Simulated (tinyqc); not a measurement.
Inside a calculation (part 1 of 2). Method: ROHF in the sto-6g basis, for H2O+, spin multiplicity 2. Computed by tinyqc, a small Python program that keeps every step (integrals from PySCF). Settings: charge = 1, multiplicity = 2, basis = sto-6g, energy threshold = 1e-09, iteration cap = 65, orthogonalisation = symmetric, start = atomic densities, DIIS depth = 6, method = ROHF. Command: `OMP_NUM_THREADS=1 python tinyqc.py 27003 27004 out.jsonl` (the two numbers bound the seeds that draw the settings). One thread of a shared host (Intel(R) Xeon(R) Processor @ 2.60GHz), about 0.1 s of CPU time with the checks. Later iterations appear only in the table of the cycle.

## One-electron integrals

Geometry (angstrom):

| atom | x | y | z |
|---|---|---|---|
| O | 0.000000 | 0.000000 | 0.000000 |
| H | 0.000000 | 0.924000 | 0.873000 |
| H | 0.000000 | -0.924000 | 0.873000 |

Basis sto-6g: exponents (1/bohr^2) and contraction coefficients of normalised primitives:

| element | l (shell) | exponent | coefficient |
|---|---|---|---|
| O | s (1) | 1355.584234 | 0.009164 |
| O | s (1) | 248.544885 | 0.049361 |
| O | s (1) | 69.533902 | 0.168538 |
| O | s (1) | 23.886772 | 0.370563 |
| O | s (1) | 9.275933 | 0.416492 |
| O | s (1) | 3.820341 | 0.130334 |
| O | s (2) | 52.187762 | -0.013253 |
| O | s (2) | 10.329320 | -0.046992 |
| O | s (2) | 3.210345 | -0.033785 |
| O | s (2) | 1.235135 | 0.250242 |
| O | s (2) | 0.536420 | 0.595117 |
| O | s (2) | 0.245881 | 0.240706 |
| O | p (3) | 52.187762 | 0.003760 |
| O | p (3) | 10.329320 | 0.037679 |
| O | p (3) | 3.210345 | 0.173897 |
| O | p (3) | 1.235135 | 0.418036 |
| O | p (3) | 0.536420 | 0.425860 |
| O | p (3) | 0.245881 | 0.101708 |
| H | s (1) | 35.523221 | 0.009164 |
| H | s (1) | 6.513144 | 0.049361 |
| H | s (1) | 1.822143 | 0.168538 |
| H | s (1) | 0.625955 | 0.370563 |
| H | s (1) | 0.243077 | 0.416492 |
| H | s (1) | 0.100112 | 0.130334 |

Overlap, kinetic and nuclear-attraction integrals over the contracted functions; the nuclear repulsion is the sum of Za Zb / Rab.

nuclear repulsion = 6.94694901 hartree

overlap S:
```
           1O 1s     1O 2s    1O 2px     1O 2py    1O 2pz     2H 1s      3H 1s
1O 1s   1.000000  0.231145  0.000000   0.000000  0.000000  0.026855   0.026855
1O 2s   0.231145  1.000000  0.000000   0.000000  0.000000  0.297323   0.297323
1O 2px  0.000000  0.000000  1.000000   0.000000  0.000000  0.000000   0.000000
1O 2py  0.000000  0.000000  0.000000   1.000000  0.000000  0.200087  -0.200087
1O 2pz  0.000000  0.000000  0.000000   0.000000  1.000000  0.189043   0.189043
2H 1s   0.026855  0.297323  0.000000   0.200087  0.189043  1.000000   0.152438
3H 1s   0.026855  0.297323  0.000000  -0.200087  0.189043  0.152438   1.000000
```

kinetic energy T (hartree):
```
            1O 1s      1O 2s    1O 2px     1O 2py    1O 2pz      2H 1s      3H 1s
1O 1s   29.327197  -0.896024  0.000000   0.000000  0.000000  -0.006465  -0.006465
1O 2s   -0.896024   0.842618  0.000000   0.000000  0.000000   0.024322   0.024322
1O 2px   0.000000   0.000000  2.531309   0.000000  0.000000   0.000000   0.000000
1O 2py   0.000000   0.000000  0.000000   2.531309  0.000000   0.074659  -0.074659
1O 2pz   0.000000   0.000000  0.000000   0.000000  2.531309   0.070538   0.070538
2H 1s   -0.006465   0.024322  0.000000   0.074659  0.070538   0.768522  -0.009293
3H 1s   -0.006465   0.024322  0.000000  -0.074659  0.070538  -0.009293   0.768522
```

nuclear attraction V (hartree):
```
             1O 1s      1O 2s     1O 2px     1O 2py     1O 2pz      2H 1s      3H 1s
1O 1s   -62.090890  -6.343727   0.000000   0.000000  -0.012791  -0.840372  -0.840372
1O 2s    -6.343727  -9.831387   0.000000   0.000000  -0.150841  -2.151712  -2.151712
1O 2px    0.000000   0.000000  -9.789856   0.000000   0.000000   0.000000   0.000000
1O 2py    0.000000   0.000000   0.000000  -9.855057   0.000000  -1.267489   1.267489
1O 2pz   -0.012791  -0.150841   0.000000   0.000000  -9.848058  -1.233580  -1.233580
2H 1s    -0.840372  -2.151712   0.000000  -1.267489  -1.233580  -4.821659  -0.790425
3H 1s    -0.840372  -2.151712   0.000000   1.267489  -1.233580  -0.790425  -4.821659
```

core Hamiltonian H = T + V (hartree):
```
             1O 1s      1O 2s     1O 2px     1O 2py     1O 2pz      2H 1s      3H 1s
1O 1s   -32.763693  -7.239751   0.000000   0.000000  -0.012791  -0.846838  -0.846838
1O 2s    -7.239751  -8.988768   0.000000   0.000000  -0.150841  -2.127390  -2.127390
1O 2px    0.000000   0.000000  -7.258548   0.000000   0.000000   0.000000   0.000000
1O 2py    0.000000   0.000000   0.000000  -7.323748   0.000000  -1.192831   1.192831
1O 2pz   -0.012791  -0.150841   0.000000   0.000000  -7.316749  -1.163042  -1.163042
2H 1s    -0.846838  -2.127390   0.000000  -1.192831  -1.163042  -4.053137  -0.799718
3H 1s    -0.846838  -2.127390   0.000000   1.192831  -1.163042  -0.799718  -4.053137
```

## Two-electron integrals

Functions are numbered as in S; the eight-fold symmetry (ij|kl) = (ji|kl) = (kl|ij) leaves the list below.

Two-electron integrals (ij|kl) in chemists' order, unique and non-zero (hartree):
```
(11|11) 4.787491    (21|11) 0.675884    (21|21) 0.121505    (22|11) 1.117379
(22|21) 0.249212    (22|22) 0.817383    (31|31) 0.025762    (32|31) 0.039145
(32|32) 0.180664    (33|11) 1.117381    (33|21) 0.249212    (33|22) 0.817382
(33|33) 0.880663    (41|41) 0.025762    (42|41) 0.039145    (42|42) 0.180664
(43|43) 0.047461    (44|11) 1.117381    (44|21) 0.249212    (44|22) 0.817382
(44|33) 0.785741    (44|44) 0.880663    (51|51) 0.025762    (52|51) 0.039145
(52|52) 0.180664    (53|53) 0.047461    (54|54) 0.047461    (55|11) 1.117381
(55|21) 0.249212    (55|22) 0.817382    (55|33) 0.785741    (55|44) 0.785741
(55|55) 0.880663    (61|11) 0.083411    (61|21) 0.014389    (61|22) 0.028924
(61|33) 0.028863    (61|41) 0.000513    (61|42) 0.001010    (61|44) 0.028959
(61|51) 0.000485    (61|52) 0.000954    (61|54) 0.000091    (61|55) 0.028949
(61|61) 0.001737    (62|11) 0.228507    (62|21) 0.051804    (62|22) 0.191458
(62|33) 0.188142    (62|41) 0.003029    (62|42) 0.023506    (62|44) 0.193398
(62|51) 0.002862    (62|52) 0.022208    (62|54) 0.004966    (62|55) 0.192834
(62|61) 0.006185    (62|62) 0.059020    (63|31) 0.005404    (63|32) 0.031546
(63|43) 0.004714    (63|53) 0.004454    (63|63) 0.007771    (64|11) 0.129019
(64|21) 0.029632    (64|22) 0.116675    (64|33) 0.111664    (64|41) 0.006864
(64|42) 0.044620    (64|44) 0.124053    (64|51) 0.001380    (64|52) 0.012353
(64|54) 0.007252    (64|55) 0.114307    (64|61) 0.003677    (64|62) 0.043682
(64|64) 0.039654    (65|11) 0.121898    (65|21) 0.027996    (65|22) 0.110235
(65|33) 0.105501    (65|41) 0.001380    (65|42) 0.012353    (65|44) 0.108298
(65|51) 0.006708    (65|52) 0.043216    (65|54) 0.007357    (65|55) 0.116906
(65|61) 0.003474    (65|62) 0.041271    (65|64) 0.030123    (65|65) 0.036232
(66|11) 0.411829    (66|21) 0.095065    (66|22) 0.403860    (66|33) 0.389420
(66|41) 0.006275    (66|42) 0.068704    (66|44) 0.412308    (66|51) 0.005929
(66|52) 0.064912    (66|54) 0.021624    (66|55) 0.409851    (66|61) 0.011417
(66|62) 0.168149    (66|64) 0.141421    (66|65) 0.133615    (66|66) 0.774999
(71|11) 0.083411    (71|21) 0.014389    (71|22) 0.028924    (71|33) 0.028863
(71|41) -0.000513   (71|42) -0.001010   (71|44) 0.028959    (71|51) 0.000485
(71|52) 0.000954    (71|54) -0.000091   (71|55) 0.028949    (71|61) 0.001714
(71|62) 0.006003    (71|64) 0.003287    (71|65) 0.003377    (71|66) 0.011015
(71|71) 0.001737    (72|11) 0.228507    (72|21) 0.051804    (72|22) 0.191458
(72|33) 0.188142    (72|41) -0.003029   (72|42) -0.023506   (72|44) 0.193398
(72|51) 0.002862    (72|52) 0.022208    (72|54) -0.004966   (72|55) 0.192834
(72|61) 0.006003    (72|62) 0.047256    (72|64) 0.024429    (72|65) 0.032229
(72|66) 0.108485    (72|71) 0.006185    (72|72) 0.059020    (73|31) 0.005404
(73|32) 0.031546    (73|43) -0.004714   (73|53) 0.004454    (73|63) 0.006005
(73|73) 0.007771    (74|11) -0.129019   (74|21) -0.029632   (74|22) -0.116675
(74|33) -0.111664   (74|41) 0.006864    (74|42) 0.044620    (74|44) -0.124053
(74|51) -0.001380   (74|52) -0.012353   (74|54) 0.007252    (74|55) -0.114307
(74|61) -0.003287   (74|62) -0.024429   (74|64) -0.007075   (74|65) -0.016353
(74|66) -0.052116   (74|71) -0.003677   (74|72) -0.043682   (74|74) 0.039654
(75|11) 0.121898    (75|21) 0.027996    (75|22) 0.110235    (75|33) 0.105501
(75|41) -0.001380   (75|42) -0.012353   (75|44) 0.108298    (75|51) 0.006708
(75|52) 0.043216    (75|54) -0.007357   (75|55) 0.116906    (75|61) 0.003377
(75|62) 0.032229    (75|64) 0.016353    (75|65) 0.027591    (75|66) 0.080290
(75|71) 0.003474    (75|72) 0.041271    (75|74) -0.030123   (75|75) 0.036232
(76|11) 0.076883    (76|21) 0.017654    (76|22) 0.071986    (76|33) 0.070145
(76|44) 0.071218    (76|51) 0.001418    (76|52) 0.013667    (76|55) 0.074596
(76|61) 0.002091    (76|62) 0.023167    (76|64) 0.014948    (76|65) 0.018213
(76|66) 0.073899    (76|71) 0.002091    (76|72) 0.023167    (76|74) -0.014948
(76|75) 0.018213    (76|76) 0.012190    (77|11) 0.411829    (77|21) 0.095065
(77|22) 0.403860    (77|33) 0.389420    (77|41) -0.006275   (77|42) -0.068704
(77|44) 0.412308    (77|51) 0.005929    (77|52) 0.064912    (77|54) -0.021624
(77|55) 0.409851    (77|61) 0.011015    (77|62) 0.108485    (77|64) 0.052116
(77|65) 0.080290    (77|66) 0.284637    (77|71) 0.011417    (77|72) 0.168149
(77|74) -0.141421   (77|75) 0.133615    (77|76) 0.073899    (77|77) 0.774999
```

## Orthogonalisation

S = U s U^T; symmetric (Loewdin) form X = U s^(-1/2) U^T, so that X^T S X = 1.

eigenvalues of S: 0.534985  0.630730  0.882808  1.000000  1.112662  1.216832  1.621984

X:
```
            1O 1s      1O 2s    1O 2px     1O 2py     1O 2pz      2H 1s      3H 1s
1O 1s    1.021826  -0.127471  0.000000   0.000000  -0.004870   0.013924   0.013924
1O 2s   -0.127471   1.094490  0.000000   0.000000   0.045761  -0.158549  -0.158549
1O 2px   0.000000   0.000000  1.000000   0.000000   0.000000   0.000000   0.000000
1O 2py   0.000000   0.000000  0.000000   1.036988   0.000000  -0.120379   0.120379
1O 2pz  -0.004870   0.045761  0.000000   0.000000   1.028440  -0.098915  -0.098915
2H 1s    0.013924  -0.158549  0.000000  -0.120379  -0.098915   1.074329  -0.054371
3H 1s    0.013924  -0.158549  0.000000   0.120379  -0.098915  -0.054371   1.074329
```

## Starting guess

The start is atomic minimal-basis densities projected into this basis (PySCF's MINAO start) and scaled to the electron count of each spin; this density is not idempotent, so its energy is not variational and may lie below the converged one.

D(alpha) at the start:
```
            1O 1s      1O 2s    1O 2px     1O 2py     1O 2pz      2H 1s      3H 1s
1O 1s    1.069341  -0.242735  0.000000   0.000000   0.005779  -0.006264  -0.006264
1O 2s   -0.242735   1.052323  0.000000   0.000000  -0.031745   0.026837   0.026837
1O 2px   0.000000   0.000000  0.653735   0.000000   0.000000   0.000000   0.000000
1O 2py   0.000000   0.000000  0.000000   0.611209   0.000000   0.054953  -0.054953
1O 2pz   0.005779  -0.031745  0.000000   0.000000   0.621291   0.039261   0.039261
2H 1s   -0.006264   0.026837  0.000000   0.054953   0.039261   0.495377   0.028366
3H 1s   -0.006264   0.026837  0.000000  -0.054953   0.039261   0.028366   0.495377
```

D(beta) at the start:
```
            1O 1s      1O 2s    1O 2px     1O 2py     1O 2pz      2H 1s      3H 1s
1O 1s    0.855473  -0.194188  0.000000   0.000000   0.004623  -0.005011  -0.005011
1O 2s   -0.194188   0.841858  0.000000   0.000000  -0.025396   0.021469   0.021469
1O 2px   0.000000   0.000000  0.522988   0.000000   0.000000   0.000000   0.000000
1O 2py   0.000000   0.000000  0.000000   0.488967   0.000000   0.043963  -0.043963
1O 2pz   0.004623  -0.025396  0.000000   0.000000   0.497033   0.031409   0.031409
2H 1s   -0.005011   0.021469  0.000000   0.043963   0.031409   0.396301   0.022692
3H 1s   -0.005011   0.021469  0.000000  -0.043963   0.031409   0.022692   0.396301
```

## Iteration 1: building the Fock matrix

J_ij = sum D_kl (ij|kl) with D = D(alpha) + D(beta), K_ij = sum D_kl (ik|jl) for each spin; F = H + J - K(s); E = tr D H + tr D J / 2 - 0.5 sum_s tr D(s) K(s) + E_nn.

Coulomb J (hartree):
```
            1O 1s     1O 2s    1O 2px     1O 2py    1O 2pz     2H 1s      3H 1s
1O 1s   15.402874  2.713296  0.000000   0.000000  0.009753  0.324524   0.324524
1O 2s    2.713296  7.097031  0.000000   0.000000  0.118676  1.687445   1.687445
1O 2px   0.000000  0.000000  7.071403   0.000000  0.000000  0.000000   0.000000
1O 2py   0.000000  0.000000  0.000000   7.111768  0.000000  1.034110  -1.034110
1O 2pz   0.009753  0.118676  0.000000   0.000000  7.107922  1.005958   1.005958
2H 1s    0.324524  1.687445  0.000000   1.034110  1.005958  3.884651   0.660174
3H 1s    0.324524  1.687445  0.000000  -1.034110  1.005958  0.660174   3.884651
```

exchange K(alpha) (hartree):
```
           1O 1s     1O 2s    1O 2px     1O 2py    1O 2pz     2H 1s      3H 1s
1O 1s   4.969256  0.766620  0.000000   0.000000  0.004068  0.104629   0.104629
1O 2s   0.766620  1.298935  0.000000   0.000000  0.039862  0.392127   0.392127
1O 2px  0.000000  0.000000  0.845904   0.000000  0.000000  0.000000   0.000000
1O 2py  0.000000  0.000000  0.000000   0.869356  0.000000  0.193856  -0.193856
1O 2pz  0.004068  0.039862  0.000000   0.000000  0.867756  0.201121   0.201121
2H 1s   0.104629  0.392127  0.000000   0.193856  0.201121  0.540279   0.155571
3H 1s   0.104629  0.392127  0.000000  -0.193856  0.201121  0.155571   0.540279
```

exchange K(beta) (hartree):
```
           1O 1s     1O 2s    1O 2px     1O 2py    1O 2pz     2H 1s      3H 1s
1O 1s   3.975405  0.613296  0.000000   0.000000  0.003255  0.083703   0.083703
1O 2s   0.613296  1.039148  0.000000   0.000000  0.031889  0.313701   0.313701
1O 2px  0.000000  0.000000  0.676724   0.000000  0.000000  0.000000   0.000000
1O 2py  0.000000  0.000000  0.000000   0.695485  0.000000  0.155085  -0.155085
1O 2pz  0.003255  0.031889  0.000000   0.000000  0.694205  0.160897   0.160897
2H 1s   0.083703  0.313701  0.000000   0.155085  0.160897  0.432223   0.124456
3H 1s   0.083703  0.313701  0.000000  -0.155085  0.160897  0.124456   0.432223
```

F(alpha) (hartree):
```
             1O 1s      1O 2s     1O 2px     1O 2py     1O 2pz      2H 1s      3H 1s
1O 1s   -22.330075  -5.293075   0.000000   0.000000  -0.007106  -0.626943  -0.626943
1O 2s    -5.293075  -3.190672   0.000000   0.000000  -0.072027  -0.832072  -0.832072
1O 2px    0.000000   0.000000  -1.033049   0.000000   0.000000   0.000000   0.000000
1O 2py    0.000000   0.000000   0.000000  -1.081337   0.000000  -0.352576   0.352576
1O 2pz   -0.007106  -0.072027   0.000000   0.000000  -1.076583  -0.358204  -0.358204
2H 1s    -0.626943  -0.832072   0.000000  -0.352576  -0.358204  -0.708765  -0.295115
3H 1s    -0.626943  -0.832072   0.000000   0.352576  -0.358204  -0.295115  -0.708765
```

F(beta) (hartree):
```
             1O 1s      1O 2s     1O 2px     1O 2py     1O 2pz      2H 1s      3H 1s
1O 1s   -21.336223  -5.139751   0.000000   0.000000  -0.006292  -0.606017  -0.606017
1O 2s    -5.139751  -2.930885   0.000000   0.000000  -0.064055  -0.753647  -0.753647
1O 2px    0.000000   0.000000  -0.863868   0.000000   0.000000   0.000000   0.000000
1O 2py    0.000000   0.000000   0.000000  -0.907466   0.000000  -0.313805   0.313805
1O 2pz   -0.006292  -0.064055   0.000000   0.000000  -0.903032  -0.317980  -0.317980
2H 1s    -0.606017  -0.753647   0.000000  -0.313805  -0.317980  -0.600709  -0.264001
3H 1s    -0.606017  -0.753647   0.000000   0.313805  -0.317980  -0.264001  -0.600709
```

total energy of this density = -70.70595498 hartree

This density is the starting one; it is not idempotent, so its energy is not variational and may lie below the converged one.

## Iteration 1: Roothaan effective Fock matrix

With projectors Pc = D(beta) S, Po = (D(alpha) - D(beta)) S, Pv = 1 - D(alpha) S, the block xy is Px^T F Py; with Fc = (F(alpha) + F(beta))/2, the blocks are Fc for cc, oo, vv and cv, F(beta) for co and F(alpha) for ov.

effective F (hartree):
```
             1O 1s      1O 2s     1O 2px     1O 2py     1O 2pz      2H 1s      3H 1s
1O 1s   -21.666916  -5.187691   0.000000   0.000000  -0.004741  -0.614005  -0.614005
1O 2s    -5.187691  -2.999285   0.000000   0.000000  -0.059126  -0.759402  -0.759402
1O 2px    0.000000   0.000000  -0.944550   0.000000   0.000000   0.000000   0.000000
1O 2py    0.000000   0.000000   0.000000  -0.987159   0.000000  -0.328541   0.328541
1O 2pz   -0.004741  -0.059126   0.000000   0.000000  -0.982146  -0.328850  -0.328850
2H 1s    -0.614005  -0.759402   0.000000  -0.328541  -0.328850  -0.632772  -0.260890
3H 1s    -0.614005  -0.759402   0.000000   0.328541  -0.328850  -0.260890  -0.632772
```

## Iteration 1: diagonalisation and new density

Diagonalise F' = X^T F X, C = X C', fill 5 alpha and 4 beta electrons from the bottom; D(s) = C_occ C_occ^T. Each column has its largest component positive (the first on a tie).

F' = X^T F X (hartree):
```
            1          2          3          4          5          6          7
1  -21.350226  -2.494508   0.000000   0.000000  -0.015965  -0.068254  -0.068254
2   -2.494508  -2.063232   0.000000   0.000000   0.023173  -0.298299  -0.298299
3    0.000000   0.000000  -0.944550   0.000000   0.000000   0.000000   0.000000
4    0.000000   0.000000   0.000000  -0.908266   0.000000  -0.220306   0.220306
5   -0.015965   0.023173   0.000000   0.000000  -0.919913  -0.190080  -0.190080
6   -0.068254  -0.298299   0.000000  -0.220306  -0.190080  -0.400370  -0.076552
7   -0.068254  -0.298299   0.000000   0.220306  -0.190080  -0.076552  -0.400370
```

orbital energies (hartree): MO1 -21.668692, MO2 -1.867620, MO3 -1.043200, MO4 -1.022264, MO5 -0.944550, MO6 -0.251717, MO7 -0.188883

coefficients C:
```
              MO1        MO2        MO3        MO4       MO5        MO6        MO7
1O 1s    0.997637  -0.240810   0.000000   0.039514  0.000000   0.077190   0.000000
1O 2s    0.010311   0.990220   0.000000  -0.207696  0.000000  -0.492693   0.000000
1O 2px   0.000000   0.000000   0.000000   0.000000  1.000000   0.000000   0.000000
1O 2py   0.000000   0.000000   0.883920   0.000000  0.000000   0.000000  -0.568341
1O 2pz   0.000700   0.062013   0.000000   0.899285  0.000000  -0.516543   0.000000
2H 1s   -0.001213   0.051513   0.206723   0.177621  0.000000   0.721851   0.780217
3H 1s   -0.001213   0.051513  -0.206723   0.177621  0.000000   0.721851  -0.780217
```

D(alpha) after iteration 1:
```
            1O 1s      1O 2s    1O 2px     1O 2py     1O 2pz      2H 1s      3H 1s
1O 1s    1.054831  -0.236376  0.000000   0.000000   0.021299  -0.006597  -0.006597
1O 2s   -0.236376   1.023779  0.000000   0.000000  -0.125364   0.014106   0.014106
1O 2px   0.000000   0.000000  1.000000   0.000000   0.000000   0.000000   0.000000
1O 2py   0.000000   0.000000  0.000000   0.781315   0.000000   0.182727  -0.182727
1O 2pz   0.021299  -0.125364  0.000000   0.000000   0.812559   0.162926   0.162926
2H 1s   -0.006597   0.014106  0.000000   0.182727   0.162926   0.076939  -0.008530
3H 1s   -0.006597   0.014106  0.000000  -0.182727   0.162926  -0.008530   0.076939
```

D(beta) after iteration 1:
```
            1O 1s      1O 2s    1O 2px     1O 2py     1O 2pz      2H 1s      3H 1s
1O 1s    1.054831  -0.236376  0.000000   0.000000   0.021299  -0.006597  -0.006597
1O 2s   -0.236376   1.023779  0.000000   0.000000  -0.125364   0.014106   0.014106
1O 2px   0.000000   0.000000  0.000000   0.000000   0.000000   0.000000   0.000000
1O 2py   0.000000   0.000000  0.000000   0.781315   0.000000   0.182727  -0.182727
1O 2pz   0.021299  -0.125364  0.000000   0.000000   0.812559   0.162926   0.162926
2H 1s   -0.006597   0.014106  0.000000   0.182727   0.162926   0.076939  -0.008530
3H 1s   -0.006597   0.014106  0.000000  -0.182727   0.162926  -0.008530   0.076939
```
